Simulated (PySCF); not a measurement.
**PS⁺ from Hartree–Fock to correlated methods**

State: ¹Σ⁺ (singlet), closed shell. Set-up: PySCF, spin-free X2C with a Gaussian nucleus, basis sets P x2c-SVPall, S x2c-SVPall. De refers to P + S⁺ in their high-spin ground configurations, without counterpoise correction. A positive dipole points towards S; it is taken about the centre of mass and depends on that origin.

| Level | Re (Å) | ωe (cm⁻¹) | De (eV) | μ (D) |
| --- | --- | --- | --- | --- |
| RHF | 1.796 | 987 | 2.96 | -1.71 |
| RHF-MP2 | 1.864 | 792 | 5.79 | n/a |
| RHF-SCS-MP2 | 1.859 | 807 | 5.77 | n/a |
| RHF-CCSD | 1.842 | 871 | 5.32 | n/a |
| RHF-CCSD(T) | 1.857 | 825 | 5.67 | n/a |
| PBE | 1.857 | 829 | 7.05 | -1.31 |
| revPBE | 1.860 | 825 | 6.77 | -1.32 |
| BLYP | 1.866 | 808 | 7.09 | -1.31 |
| r²SCAN | 1.842 | 863 | 6.50 | -1.37 |
| PBE0 | 1.831 | 888 | 6.46 | -1.41 |
| BHandHLYP | 1.815 | 925 | 6.03 | -1.50 |

(1) Which functional lies closest to RHF-CCSD(T) in De, which farthest, and by how much do they differ from it?

(2) What does second-order correlation do here, going from RHF to RHF-MP2?

(3) What does the triples do here, going from RHF-CCSD to RHF-CCSD(T)?

Correlated steps freeze 10 core orbitals. Correlated levels converge slowly with the basis: in double zeta they bind strong bonds too weakly, by up to about 1 eV, and carry superposition errors of some tenths. For an ion De counts to the pair picked by the measured ionisation energies or electron affinities, which need not be the lowest pair at this level. Where the molecule has an RHF reference, its open-shell atoms are computed with UHF. The CCSD T1 diagnostic is raised, a sign that a single reference may not be enough here.

## Answers

(1) Closest is BHandHLYP (-4.2 pm in Re, +12.1 % in ωe, +0.36 eV in De against RHF-CCSD(T) in the same basis), farthest BLYP (+0.9 pm in Re, -2.1 % in ωe, +1.42 eV in De). CCSD(T) converges more slowly with the basis than the functionals do and binds too weakly in this one, so the order can change at the basis-set limit.

(2) RHF-MP2 less RHF: +6.8 pm in Re, -19.8 % in ωe, +2.83 eV in De. Correlation nearly always deepens the well. The bond lengthens, as in strong covalent bonds, where excitations into antibonding orbitals dominate.

(3) RHF-CCSD(T) less RHF-CCSD: +1.5 pm in Re, -5.3 % in ωe, +0.35 eV in De. Correlation nearly always deepens the well. The bond lengthens, as in strong covalent bonds, where excitations into antibonding orbitals dominate.
